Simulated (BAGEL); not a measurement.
# C3H4FS− (SMILES C=C(F)C[S-]): RI-MP2/def2-SVP (density fitting with qzvpp-jkfit)

Aim: the energy change on altering one bond length of C3H4FS− at RI-MP2/def2-SVP (density fitting with qzvpp-jkfit), from 2 runs. 

The results are computed with BAGEL 1.2.2.

4 further runs of the same task are left out: 1 that didn't finish, 3 set aside as unsound or not needed.

**1. Starting point**

C3H4FS−: 9 atoms, total charge -1, spin state singlet. As SMILES, `C=C(F)C[S-]`. The coordinates come from a GFN2-xTB relaxation. This is one conformer, not always the lowest.

Bond lengths: C1–C2 1.329 Å, C2–F3 1.371 Å, C2–C4 1.475 Å, C4–S5 1.826 Å, C1–H6 1.076 Å, C1–H7 1.073 Å, C4–H8 1.096 Å, C4–H9 1.095 Å. Some angles: C1–C2–F3 117.3°, C1–C2–C4 128.2°, F3–C2–C4 114.5°, C2–C4–S5 107.2°, C2–C1–H6 121.6°, C2–C1–H7 120.1°, C2–C4–H8 110.8°, C2–C4–H9 110.9°, S5–C4–H8 108.9°, S5–C4–H9 109.3°.

**2. A single-point energy at RI-MP2/def2-SVP (density fitting with qzvpp-jkfit)**

File mp2.json:

```json
{ "bagel": [

{
  "title": "molecule",
  "basis": "svp",
  "df_basis": "qzvpp-jkfit",
  "angstrom": "true",
  "geometry": [
    { "atom": "C", "xyz": [   -0.453640,    0.876150,    1.016400 ] },
    { "atom": "C", "xyz": [    0.392500,    0.151550,    0.292280 ] },
    { "atom": "F", "xyz": [    1.731720,    0.370290,    0.485440 ] },
    { "atom": "C", "xyz": [    0.080600,   -0.860230,   -0.735060 ] },
    { "atom": "S", "xyz": [   -0.235990,    0.035190,   -2.294430 ] },
    { "atom": "H", "xyz": [   -0.109650,    1.652990,    1.677140 ] },
    { "atom": "H", "xyz": [   -1.512120,    0.747300,    0.896780 ] },
    { "atom": "H", "xyz": [   -0.816270,   -1.427690,   -0.462260 ] },
    { "atom": "H", "xyz": [    0.922860,   -1.545540,   -0.876290 ] }
  ]
},
{
  "title": "hf",
  "charge": -1
},
{
  "title": "mp2",
  "charge": -1,
  "ncore": 9
}

]}
```

Command:

```sh
$ BAGEL_NUM_THREADS=1 BAGEL mp2.json > mp2.out
```

The log of the run:

```text
* using 1 threads per process

  ===============================================================
  ===============================================================

  *** Geometry ***

  { "atom" : "C", "xyz" : [     -0.857255,      1.655684,      1.920718 ] },
  { "atom" : "C", "xyz" : [      0.741718,      0.286388,      0.552329 ] },
  { "atom" : "F", "xyz" : [      3.272477,      0.699747,      0.917349 ] },
  { "atom" : "C", "xyz" : [      0.152312,     -1.625599,     -1.389062 ] },
  { "atom" : "S", "xyz" : [     -0.445956,      0.066499,     -4.335844 ] },
  { "atom" : "H", "xyz" : [     -0.207208,      3.123698,      3.169335 ] },
  { "atom" : "H", "xyz" : [     -2.857493,      1.412192,      1.694669 ] },
  { "atom" : "H", "xyz" : [     -1.542527,     -2.697943,     -0.873545 ] },
  { "atom" : "H", "xyz" : [      1.743953,     -2.920647,     -1.655948 ] },

  Number of auxiliary basis functions:      502

  Since a DF basis is specified, we compute 2- and 3-index integrals:
    o Being stored without compression. Storage requirement is 0.035 GB

  Number of basis functions:       94
  Number of electrons      :       47

    * METHOD: MOLECULE                             0.24

  *** RHF ***

  === Nuclear Repulsion ===
   205.1192485710

      * DIIS with orbital gradients will be used.

  === RHF iteration (svp) ===
      0       -612.39680183          0.01402112           0.09
      1       -612.54191655          0.00649226           0.09
      2       -612.56766650          0.00159503           0.09
      3       -612.56964563          0.00054271           0.09
      4       -612.56985804          0.00009685           0.09
      5       -612.56987437          0.00004115           0.09
      6       -612.56987736          0.00001653           0.09
      7       -612.56987798          0.00000608           0.09
      8       -612.56987806          0.00000234           0.09
      9       -612.56987807          0.00000124           0.09
     10       -612.56987807          0.00000047           0.09
     11       -612.56987807          0.00000019           0.09
     12       -612.56987807          0.00000007           0.09
     13       -612.56987807          0.00000003           0.09
     14       -612.56987807          0.00000001           0.09
     15       -612.56987807          0.00000001           0.09
    * SCF iteration converged.

    * Permanent dipole moment:
           (   -0.235860,     0.261538,    -2.054718) a.u.

    * METHOD: HF                                   1.60

  *** RHF ***

  === Nuclear Repulsion ===
   205.1192485710

      * DIIS with orbital gradients will be used.

  === RHF iteration (svp) ===
      0       -612.56987807          0.00000000           0.09
    * SCF iteration converged.

    * Permanent dipole moment:
           (   -0.235860,     0.261538,    -2.054717) a.u.

  === DF-MP2 calculation ===

    * freezing 9 orbitals
    * 3-index integral transformation done
    * assembly done

      MP2 correlation energy:   -0.7132689125      0.07

      MP2 total energy:       -613.2831469856

    * METHOD: MP2                                  0.26

  ===============================================================
```

Run time: 2.2 s. Hardware: 1 thread of Arm Neoverse V2, shared host; peak memory 0.14 GiB.

**3. The distorted shape at the same level**

File input.json:

```json
{ "bagel" : [

{
  "title" : "molecule",
  "basis" : "svp",
  "df_basis" : "qzvpp-jkfit",
  "angstrom" : true,
  "geometry" : [
    { "atom" : "C", "xyz" : [   -0.358658,    0.607511,    1.484233 ] },
    { "atom" : "C", "xyz" : [    0.487482,   -0.117089,    0.760113 ] },
    { "atom" : "F", "xyz" : [    1.826702,    0.101651,    0.953273 ] },
    { "atom" : "C", "xyz" : [    0.175582,   -1.128869,   -0.267227 ] },
    { "atom" : "S", "xyz" : [   -0.235990,    0.035190,   -2.294430 ] },
    { "atom" : "H", "xyz" : [   -0.014668,    1.384351,    2.144973 ] },
    { "atom" : "H", "xyz" : [   -1.417138,    0.478661,    1.364613 ] },
    { "atom" : "H", "xyz" : [   -0.721288,   -1.696329,    0.005573 ] },
    { "atom" : "H", "xyz" : [    1.017842,   -1.814179,   -0.408457 ] }
  ]
},
{ "title" : "hf", "charge" : -1 },
{ "title" : "mp2", "charge" : -1, "ncore" : 9 }

]}
```

Command:

```sh
$ BAGEL_NUM_THREADS=1 BAGEL input.json > input.out
```

The log of the run:

```text
* using 1 threads per process

  ===============================================================
  ===============================================================

  *** Geometry ***

  { "atom" : "C", "xyz" : [     -0.677765,      1.148029,      2.804794 ] },
  { "atom" : "C", "xyz" : [      0.921207,     -0.221266,      1.436405 ] },
  { "atom" : "F", "xyz" : [      3.451966,      0.192093,      1.801425 ] },
  { "atom" : "C", "xyz" : [      0.331802,     -2.133253,     -0.504986 ] },
  { "atom" : "S", "xyz" : [     -0.445956,      0.066499,     -4.335844 ] },
  { "atom" : "H", "xyz" : [     -0.027719,      2.616044,      4.053412 ] },
  { "atom" : "H", "xyz" : [     -2.678003,      0.904538,      2.578745 ] },
  { "atom" : "H", "xyz" : [     -1.363037,     -3.205597,      0.010531 ] },
  { "atom" : "H", "xyz" : [      1.923443,     -3.428301,     -0.771872 ] },

  Number of auxiliary basis functions:      502

  Since a DF basis is specified, we compute 2- and 3-index integrals:
    o Being stored without compression. Storage requirement is 0.035 GB

  Number of basis functions:       94
  Number of electrons      :       47

    * METHOD: MOLECULE                             0.24

  *** RHF ***

  === Nuclear Repulsion ===
   190.1928497637

      * DIIS with orbital gradients will be used.

  === RHF iteration (svp) ===
      0       -612.34737814          0.01392290           0.09
      1       -612.49571152          0.00669748           0.09
      2       -612.52360734          0.00177378           0.09
      3       -612.52614206          0.00058377           0.09
      4       -612.52641151          0.00011662           0.09
      5       -612.52644202          0.00006611           0.09
      6       -612.52644827          0.00002570           0.09
      7       -612.52644999          0.00000848           0.08
      8       -612.52645024          0.00000499           0.09
      9       -612.52645034          0.00000308           0.08
     10       -612.52645040          0.00000179           0.09
     11       -612.52645042          0.00000099           0.08
     12       -612.52645042          0.00000051           0.09
     13       -612.52645043          0.00000023           0.09
     14       -612.52645043          0.00000009           0.09
     15       -612.52645043          0.00000005           0.09
     16       -612.52645043          0.00000002           0.09
     17       -612.52645043          0.00000001           0.09
     18       -612.52645043          0.00000001           0.09
    * SCF iteration converged.

    * Permanent dipole moment:
           (   -0.220199,     0.251805,    -2.028021) a.u.

    * METHOD: HF                                   1.81

  *** RHF ***

  === Nuclear Repulsion ===
   190.1928497637

      * DIIS with orbital gradients will be used.

  === RHF iteration (svp) ===
      0       -612.52645043          0.00000000           0.09
    * SCF iteration converged.

    * Permanent dipole moment:
           (   -0.220199,     0.251804,    -2.028021) a.u.

  === DF-MP2 calculation ===

    * freezing 9 orbitals
    * 3-index integral transformation done
    * assembly done

      MP2 correlation energy:   -0.7126321273      0.07

      MP2 total energy:       -613.2390825534

    * METHOD: MP2                                  0.26

  ===============================================================
```

Wall time 2.4 s (1 thread of Arm Neoverse V2, shared host); peak memory 0.14 GiB.

**4. Outcome**

At RI-MP2/def2-SVP (density fitting with qzvpp-jkfit), 9 core orbitals frozen:

| quantity | value |
| --- | --- |
| first shape: total energy | -613.28315 Eh |
| first shape: correlation energy (9 core orbitals frozen) | -713.3 mEh |
| distorted shape: total energy | -613.23908 Eh |
| distorted shape: correlation energy (9 core orbitals frozen) | -712.6 mEh |
| energy change with the C4–S5 bond stretched from 1.826 to 2.374 Å | 1.199 eV |

What this shows: With the C4–S5 bond stretched from 1.826 to 2.374 Å the energy rises by 1.20 eV (116 kJ/mol). The first shape isn't relaxed at this level, so the change isn't measured from a minimum.
